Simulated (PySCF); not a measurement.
# C2H4F2O (HCF2CH2OH): the cost of one run

The runs use PySCF 2.14.0, with density-fitted response routines of our own; the level of theory stands in each step. All values are computed, except where a source is named. Atoms count from 0, in the outputs and in this text.

## (1) The molecule as given

9 atoms, charge 0, multiplicity 1; geometry from: MMFF94s. The atoms were then displaced at random by about 0.03 Å, so the start is not that level's minimum.

Bonds of the start (Å): O0–C1 1.44, C1–C2 1.57, C2–F3 1.33, C2–F4 1.34, O0–H5 1.09, C1–H6 1.10, C1–H7 1.12, C2–H8 1.01.

## (2) Optimising the geometry at PBE0-D3(BJ)/def2-SVP

What the job is given:

```
{"job": {"xc": "PBE0", "basis": "def2-SVP", "d3": "d3bj", "grid": 1, "shake": 0.03, "kind": "geom"}, "charge": 0, "multiplicity": 1}
O      1.456480     0.582980     0.495000
C      0.596320    -0.432150    -0.050600
C     -0.937590    -0.106440    -0.092160
F     -1.230520     0.133790     1.180390
F     -1.082520     1.030710    -0.794620
H      0.949810     1.503840     0.199060
H      0.836540    -1.305300     0.574650
H      1.016250    -0.592630    -1.075720
H     -1.472020    -0.884240    -0.461650
```

On the command line:

```
$ OMP_NUM_THREADS=1 python probes_run.py task.json out
```

The driver reads the jobs from task.json and runs them one after another.

**Question.** How long does this first job take on 1 thread of Arm Neoverse V1, shared host, and how much memory does it need?

About 34 s, with a peak of 0.37 GiB.
